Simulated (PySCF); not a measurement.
Compound: C5H6Cl (doublet state).
Numbering: `[H]/[C:1]=[CH:2]\[CH2:3]/[CH:4]=[CH:5]\[Cl:6]` (hydrogens: H7 on C1; H8 on C2; H9, H10 on C3; H11 on C4; H12 on C5)

Cartesian coordinates in Å at the GFN2-xTB level; atoms count from 1:
```xyz
12
C5H6Cl angstrom
C     -2.4892   -0.2197   -0.4702
C     -1.3009    0.2687   -0.4767
C     -0.2770    0.1677    0.6740
C      0.9193   -0.5673    0.1905
C      2.0060   -0.0071   -0.3244
Cl     2.2250    1.6983   -0.4523
H     -3.1392   -0.7757    0.1630
H     -0.9098    0.8143   -1.3264
H     -0.7359   -0.3477    1.5167
H     -0.0124    1.1860    0.9621
H      0.8680   -1.6466    0.2105
H      2.8473   -0.5716   -0.6929
```

The hyperfine couplings belong to this conformer and change with its torsions.

Method: UKS B3LYP, pcH-1 on C Cl H, non-relativistic, mean-field spin-orbit, GIAO (PySCF 2.14.0). One conformer (not necessarily the lowest) at the GFN2-xTB geometry, without solvent, vibrations or thermal averaging. The geometry wasn't refined by DFT: couplings that depend on bond lengths, twists or pyramidal angles can differ widely from those at the functional's own minimum.

Task: What are Nα, Nβ and the exact ⟨S²⟩?

Result: 53 electrons with 2S = 1: 27 α and 26 β; S(S+1) = 0.75.

Mulliken spin populations, one withheld:

```csv
atom,bound to,population
C1,"C2, H7",?
C2,"C1, C3, H8",-0.1694
C3,"C2, C4, H9, H10",+0.0833
C4,"C3, C5, H11",-0.0137
C5,"C4, Cl6, H12",+0.0230
Cl6,C5,+0.0021
H7,C1,+0.0028
H8,C2,+0.0465
H9,C3,-0.0027
H10,C3,-0.0009
H11,C4,+0.0005
H12,C5,-0.0008
```

Task: What does C1 hold?

Result: The populations add up to Nα − Nβ = 1, and the others sum to -0.0293, so C1 holds +1.029.

Task: How is the spin shared among the elements?

Result: Carbon +0.95, hydrogen +0.05, chlorine 0.00. The positive populations sum to 1.19, the negative ones to -0.19.

Task: With ⟨S²⟩ = 0.7588, find the sum of squared α–β overlaps and estimate the admixture of higher spin.

Result: For a single determinant ⟨S²⟩ = S(S+1) + Nβ − Σ|⟨iα|jβ⟩|², so the squared overlaps of occupied orbitals sum to 26 − 0.0088 = 25.9912. If the quartet state (S + 1) were the only admixture, its weight would be 0.0088/(2S + 2) = 0.29 %.

Task: What Fermi-contact NMR shifts do the couplings of C2, C4, C5, H7, H9/H10, H11, H12 imply at 250 K (Curie law, g = gₑ)?

Result: δ = a_FC·h·gₑ μB S(S+1)/(3 g_N μN kT), with k/h = 20836.6 MHz/K:

```csv
nuclei,isotope,a_FC (MHz),g_N,contact shift (ppm)
C2,13C,-16.58,1.4048,-2082
C4,13C,-5.97,1.4048,-750
C5,13C,3.60,1.4048,+452
H7,1H,32.49,5.5857,+1026
H9/H10,1H,-6.63,5.5857,-209
H11,1H,0.82,5.5857,+26
H12,1H,-1.34,5.5857,-42
```

The shifts go as 1/T: at 300 K they are 0.833 times these. Entries for several nuclei are means.

Class means assume fast exchange of nuclei equivalent by connectivity; if that motion is slow, each nucleus keeps its own coupling.

Examples of negative spin density at the nucleus (bohr⁻³): C2 (-0.0147), C4 (-0.0053) and H9/H10 (-0.0015).
